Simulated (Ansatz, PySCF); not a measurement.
Molecule: C2H5Cl (charge 0, singlet). 
Geometry from a B3LYP-D3(BJ)/def2-TZVP (Ansatz, a first-principles code) optimisation:
```
C
H 1 1.0874
H 1 1.0874 2 109.04
C 1 1.5122 2 112.08 3 -124.70
H 4 1.0899 1 111.03 2 -58.14
H 4 1.0899 5 108.44 1 122.25
H 4 1.0932 5 108.41 6 117.50
Cl 1 1.8106 2 105.94 3 113.62
```


Wanted: enthalpy of formation at 298 K (from the atomisation energy, B3LYP-D3(BJ)/def2-TZVP harmonic zero-point and thermal terms from PySCF, and the atoms' enthalpies of formation in the G2/97 table; no spin-orbit terms, and no core term in the frozen-core levels), in kcal/mol. Cores are frozen in the correlated levels unless marked. Open shells are spin-unrestricted. No spin-orbit coupling. No relativistic terms. The coupled-cluster limit lacks core correlation, which all-electron functionals hold. Basis-set limits of correlation are two-point, X^-3; Hartree-Fock from the larger set. [CCSD(T)-MP2]/basis is that difference in the basis named.

Measured: -26.6 kcal/mol (Active Thermochemical Tables 1.112 (ions: stationary electron), as tabulated in the package chemicals); it holds spin-orbit and relativistic effects, which these rows lack, and core correlation, which the frozen-core levels lack.

```json
[
 {"level": "revPBE-D4/def2-TZVPD", "program": "Ansatz + dftd4", "enthalpy of formation at 298 K (kcal/mol)": "-23.7", "error against measurement": "2.9"},
 {"level": "B97M-V/def2-TZVPD", "program": "Ansatz", "enthalpy of formation at 298 K (kcal/mol)": "-27.3", "error against measurement": "-0.7"},
 {"level": "B3LYP-D3(BJ)/def2-TZVPD", "program": "Ansatz + dftd3", "enthalpy of formation at 298 K (kcal/mol)": "-26.5", "error against measurement": "0.1"},
 {"level": "PBE0-D3(BJ)/def2-TZVP", "program": "Ansatz + dftd3", "enthalpy of formation at 298 K (kcal/mol)": "-30.2", "error against measurement": "-3.6"},
 {"level": "CCSD/STO-3G", "program": "Ansatz", "enthalpy of formation at 298 K (kcal/mol)": "-53.5", "error against measurement": "-26.9"},
 {"level": "CCSD/aug-cc-pV(T+d)Z", "program": "Ansatz", "enthalpy of formation at 298 K (kcal/mol)": "-6.2", "error against measurement": "20.4"},
 {"level": "RI-MP2/CBS(aug-cc-pV(T+d)Z,aug-cc-pV(Q+d)Z)+[CCSD(T)-MP2]/aug-cc-pV(T+d)Z", "program": "Ansatz", "enthalpy of formation at 298 K (kcal/mol)": "-27.4", "error against measurement": "-0.8"}
]
```
